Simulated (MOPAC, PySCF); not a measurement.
AlF$_{3}$, SMILES `[Al]([F])([F])[F]`, neutral singlet in the gas phase. 

Cartesian coordinates (Å):
SMILES: [F][Al]([F])[F]
```xyz
4

F     -0.9083    -1.3504    -0.0005
Al    -0.0001     0.0000     0.0000
F      1.6235    -0.1115     0.0007
F     -0.7151     1.4619    -0.0002
```
Charge 0, spin multiplicity 1.

All levels are single points at this geometry (CAM-B3LYP-D3(BJ)/def2-TZVP); Pople sets use spherical d functions. Orbital energies aren't observables, and empty levels follow the basis.

PM3 in MOPAC gives gap (eV) = 13.11.

### Question
Estimate the gap (eV) from each of these levels: CAM-B3LYP-D3(BJ)/def2-TZVP in PySCF; PBE-D3(BJ)/def2-TZVP in PySCF; B3LYP/3-21G in PySCF; B3LYP/6-311+G** in PySCF; B3LYP/6-31G* in PySCF; B3LYP/LANL2DZ in PySCF; BP86/6-31G* in PySCF; M06-2X/6-31G* in PySCF; HF/3-21G in PySCF; HF/6-31G* in PySCF; HF/STO-3G in PySCF; PM6 in MOPAC.

### Answer

| level | gap (eV) |
|---|---|
| CAM-B3LYP-D3(BJ)/def2-TZVP in PySCF | 12.63 |
| PBE-D3(BJ)/def2-TZVP in PySCF | 7.25 |
| B3LYP/3-21G in PySCF | 8.77 |
| B3LYP/6-311+G** in PySCF | 9.43 |
| B3LYP/6-31G* in PySCF | 9.25 |
| B3LYP/LANL2DZ in PySCF | 9.41 |
| BP86/6-31G* in PySCF | 7.14 |
| M06-2X/6-31G* in PySCF | 12.71 |
| HF/3-21G in PySCF | 18.52 |
| HF/6-31G* in PySCF | 18.68 |
| HF/STO-3G in PySCF | 20.36 |
| PM6 in MOPAC | 15.65 |
